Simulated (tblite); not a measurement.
Compound: FH4PSi.
Bonds: F1–P2, P2–Si3. Hydrogens: H4 on P2; H5, H6, H7 on Si3.

Computed with GFN2-xTB (tblite), gas phase: L-BFGS steps from a force-field or distance-geometry start until the largest atomic force falls under 0.01 eV/Å.

Step 18: E = -300.7854 eV
```
atom  x, y, z in Å  |  force x, y, z in eV/Å
F1      1.7867    1.2612    0.2349   -0.022  -0.063  -0.042
P2      1.3129   -0.0384   -0.6603    0.040   0.053   0.049
Si3    -0.8633   -0.0487   -0.0452   -0.103  -0.040  -0.182
H4      1.7149   -0.9637    0.3132    0.002   0.021   0.025
H5     -1.5662    0.7492   -1.0636    0.045  -0.097   0.124
H6     -1.2775   -1.4574   -0.0909    0.004   0.109  -0.019
H7     -1.1041    0.5027    1.2848    0.035   0.018   0.044
```

Step 19: E = -300.7877 eV
```
atom  x, y, z in Å  |  force x, y, z in eV/Å
F1      1.7843    1.2611    0.2368   -0.030  -0.045  -0.041
P2      1.3137   -0.0403   -0.6567    0.063   0.027   0.048
Si3    -0.8650   -0.0491   -0.0504   -0.081  -0.031  -0.136
H4      1.7119   -0.9596    0.3261   -0.016   0.026  -0.004
H5     -1.5821    0.7425   -1.0615    0.054  -0.066   0.109
H6     -1.2827   -1.4554   -0.1058    0.004   0.090   0.005
H7     -1.0768    0.5056    1.2845    0.007  -0.002   0.019
```

**Question.** Estimate the geometry and energy of step 20. (The exact step hangs on the optimiser's Hessian estimate; all steps are aligned on step 19, rigid shifts and turns removed.)

**Answer.** E = -300.7887 eV, largest force 0.064 eV/Å
```
atom  x, y, z in Å  |  force x, y, z in eV/Å
F1      1.7801    1.2604    0.2376   -0.022  -0.010  -0.024
P2      1.3146   -0.0412   -0.6550    0.058  -0.006   0.025
Si3    -0.8664   -0.0498   -0.0558   -0.021  -0.010  -0.042
H4      1.7065   -0.9571    0.3338   -0.018   0.023  -0.012
H5     -1.5890    0.7393   -1.0584    0.024  -0.018   0.056
H6     -1.2831   -1.4530   -0.1125   -0.013   0.039   0.010
H7     -1.0594    0.5062    1.2833   -0.009  -0.017  -0.012
```

The energy changes by -0.0011 eV. The first-order estimate −F·Δx gives -0.0017 eV and the mean of the old and new forces, exact on a quadratic surface, -0.0011 eV. The step makes an angle of 74° with the force vector and moves no atom by more than 0.017 Å.

The cost below is that of the whole relaxation. The run took 0.16 s wall on an Intel Xeon Platinum 8488C with one thread (shared host).
